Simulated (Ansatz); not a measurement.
# CH₂Si (quintet): from Hartree-Fock to the top rungs, def2-QZVPP

An exercise on one series of results from a longer session: the logs are not shown, and one member is left open.

Method: def2-QZVPP, core rule «outside noble gas», up to 6 orbitals frozen; program: Ansatz 0.2.0, Gaussian basis.

Plan: UHF; ROHF; CCSD(T) on UHF.

2 further runs of the same task are left out: 2 set aside as unsound or not needed.

**The system**

The geometry is a PBE0/def2-TZVP stationary point (not a proven minimum) of the parent state, kept for this charge and spin.

4 atoms, charge 0, spin multiplicity 5.

Atoms are counted from 1 here; the program's logs count them from 0.

Bond lengths: Si1–C2 1.865 Å, C2–H3 1.091 Å, C2–H4 1.091 Å. Angles: Si1–C2–H3 123.8°, Si1–C2–H4 123.8°, H3–C2–H4 112.4°.

The first run:

Input file in.yaml:

```yaml
crystal:
  periodic: [false, false, false]
  atoms:
    - {symbol: Si, position_ang: [0.000000, 0.000000, 0.650177]}
    - {symbol: C, position_ang: [0.000000, 0.000000, -1.214577]}
    - {symbol: H, position_ang: [0.000000, -0.906814, -1.821841]}
    - {symbol: H, position_ang: [0.000000, 0.906814, -1.821841]}
basis:
  gaussian: {orbitals: "def2-QZVPP.json"}
magnetization: {spin_polarized: true, initial_magnetization: 4}
hamiltonian: {xc: hf}
output: {orbitals: {seedname: orbitals}}
```

Run with:

```bash
$ ansatz run in.yaml --threads 1 --pin off --events-out ev --progress --plain --max-ram 2560MiB --backend cpu
```

Among the steps run: UHF; ROHF; CCSD(T) on UHF.

One of the session's tables, all rows but one given; the rest of the session is left out.

```
  method  from UCCSD(T) (meV)
    ROHF                    ?
     UHF              +6527.1
    UMP2               +961.1
   UCCSD               +254.7
UCCSD(T)                    0
```

Q: Estimate the row for ROHF from the others.

The run gave: from UCCSD(T) (meV): +6680.9. In the column «from UCCSD(T) (meV)» it is the highest.
